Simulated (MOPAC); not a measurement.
MOPAC input (PM6):

```
PM6 1SCF UHF MS=0.5 GEO-OK AUX(PRECISION=9) THREADS=1
C2H3O2

C     0.04331652 1    0.08857560 1   -0.05016834 1
O     0.28420037 1    1.16326135 1   -0.56413326 1
O    -1.17571396 1   -0.20940703 1    0.47575220 1
H    -1.73368907 1    0.57233750 1    0.34585940 1
C     0.98613656 1   -0.99360220 1    0.07293969 1
H     0.70810696 1   -1.92539382 1    0.54158403 1
H     1.98097231 1   -0.84761866 1   -0.31702305 1
```

**Question.** What heat of formation does the run end on, and which ionisation energy by Koopmans theorem?

**Answer.** -60.95 kcal/mol; 11.25 eV.
